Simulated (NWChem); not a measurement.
# Excited singlets of methanol (CH4O) by symmetry

```xyz
6

C      0.6125    -0.2314     0.0000
O     -0.6650     0.3583     0.0000
H      0.8066    -0.8558     0.8960
H      1.3548     0.5819     0.0000
H      0.8066    -0.8558    -0.8960
H     -1.3230    -0.3478     0.0000
```
Charge 0, spin multiplicity 1.

Program: NWChem. The geometry was optimised at B3LYP/def2-SVP, a minimum by its harmonic frequencies.

Basis set: aug-cc-pVDZ. Symmetry labels belong to the abelian group Cs used in the runs, with the axes of the coordinates shown. Entries are the lowest vertical excitation energy of each symmetry in eV (for CIS and TDDFT among the lowest few roots); a state of one symmetry need not have the same character in every method. Symmetries that some method's roots don't reach, or where a double excitation leads the EOM-CCSD root, are left out.

The correlated methods keep 2 core orbitals frozen. B3LYP has NWChem's definition, with VWN1-RPA local correlation. Coupled-cluster values serve here as a point of comparison, not as the truth.

```tsv
method	a"	a'
CIS	8.05	9.79
TD-PBE	5.64	6.84
TD-B3LYP	6.20	7.57
TDA-PBE0	?	?
EOM-CCSD	6.72	8.49
```

Problem. Complete the blanks.

Solution. 
- TDA-PBE0, a": 6.46
- TDA-PBE0, a': 7.85
